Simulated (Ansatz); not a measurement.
```yaml
crystal:
  periodic: [false, false, false]
  atoms:
    - {symbol: Ni, position_ang: [-0.427962, 0.003647, 0.003083]}
    - {symbol: C, position_ang: [1.608021, -0.013702, -0.011586]}
    - {symbol: H, position_ang: [1.910852, -1.068452, -0.008214]}
    - {symbol: H, position_ang: [1.930844, 0.514465, 0.894540]}
    - {symbol: H, position_ang: [1.917633, 0.504912, -0.927822]}
basis:
  gaussian: {orbitals: def2-TZVP}
magnetization: {spin_polarized: true, initial_magnetization: 3}
hamiltonian: {xc: pbe0}
relax: {f_tol: 0.004, max_steps: 80}
```

```sh
$ ansatz run in.yaml --threads 1 --pin off --events-out ev --progress --plain --max-ram 2176MiB
```

Steps of the relaxation (energy above the last step; positions in Å, forces in eV/Å):

```
5
step 1, 32.6 meV
Ni   -0.428    0.004    0.003    0.278    0.002   -0.001
C     1.608   -0.014   -0.012   -0.789   -0.005    0.001
H     1.911   -1.068   -0.008    0.177    0.253   -0.003
H     1.931    0.514    0.895    0.165   -0.125   -0.214
H     1.918    0.505   -0.928    0.170   -0.125    0.216
```

```
5
step 2, 4.5 meV
Ni   -0.445    0.005    0.004    0.245   -0.001   -0.001
C     1.575   -0.014   -0.012   -0.348   -0.009   -0.002
H     1.930   -1.050   -0.009    0.034    0.041    0.000
H     1.946    0.504    0.878    0.034   -0.015   -0.027
H     1.934    0.495   -0.911    0.034   -0.016    0.030
```

```
5
step 3, 0.8 meV
Ni   -0.422    0.005    0.004   -0.130    0.003    0.001
C     1.559   -0.015   -0.012    0.079   -0.008   -0.003
H     1.928   -1.044   -0.009    0.017   -0.012    0.000
H     1.943    0.502    0.873    0.017    0.009    0.015
H     1.932    0.492   -0.907    0.017    0.008   -0.014
```

```
5
step 4, 0.0 meV
Ni   -0.432    0.006    0.004   -0.002    0.000    0.000
C     1.560   -0.015   -0.012   -0.008   -0.003   -0.001
H     1.931   -1.045   -0.009    0.003   -0.004    0.000
H     1.945    0.502    0.873    0.003    0.004    0.006
H     1.934    0.492   -0.907    0.003    0.003   -0.005
```

```
5
step 5, 0.0 meV
Ni   -0.432    0.006    0.004    0.000    0.000    0.000
C     1.560   -0.015   -0.012   -0.003   -0.001    0.000
H     1.931   -1.045   -0.009    0.001   -0.001    0.000
H     1.945    0.502    0.873    0.001    0.001    0.002
H     1.934    0.493   -0.907    0.001    0.001   -0.002
```

Close pairs at the end: C2–H3 1.095 Å, C2–H5 1.095 Å, C2–H4 1.095 Å, Ni1–C2 1.993 Å.

A stationary point of unrestricted PBE0 after 5 steps, with ⟨S²⟩ = 3.753 against 3.75 for a pure state; no frequencies were run, so it isn't proven a minimum. 7.3 min on 1 thread of Arm Neoverse N1, shared host.
